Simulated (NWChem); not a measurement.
System: CH, doublet; SMILES [CH]

```xyz
2

C      0.0000     0.0000    -0.1620
H      0.0000     0.0000     0.9574
```
Atoms are numbered in this order, from 1.

Results from NWChem. Spin-unrestricted. The state is orbitally degenerate and is run as one real component. Structure relaxed at the PBE0/def2-SVP, spin-unrestricted level. No stability test was run on the SCF state. Solvent water, SMD (1 M gas to 1 M solution), gas-phase geometry. Reactions with the solvent are ignored.

Q: Taking PBE0/def2-TZVPD as the yardstick, which of these has the fewest basis functions while keeping “solvation free energy (kcal/mol)” within 1.0 kcal/mol of it: PBE0/def2-SVPD; PBE0/STO-3G; PBE0/def2-TZVPP; PBE0/def2-TZVP; PBE0/def2-SVP?

A: PBE0/def2-SVP.
```json
[
 {"level": "PBE0/STO-3G", "basis functions": "6", "solvation free energy (kcal/mol)": "3.9"},
 {"level": "PBE0/def2-SVP", "basis functions": "19", "solvation free energy (kcal/mol)": "1.9"},
 {"level": "PBE0/def2-SVPD", "basis functions": "28", "solvation free energy (kcal/mol)": "2.1"},
 {"level": "PBE0/def2-TZVP", "basis functions": "37", "solvation free energy (kcal/mol)": "2.2"},
 {"level": "PBE0/def2-TZVPP", "basis functions": "45", "solvation free energy (kcal/mol)": "2.3"},
 {"level": "PBE0/def2-TZVPD", "basis functions": "46", "solvation free energy (kcal/mol)": "2.3"}
]
```

The yardstick is one finite set, not the basis-set limit.
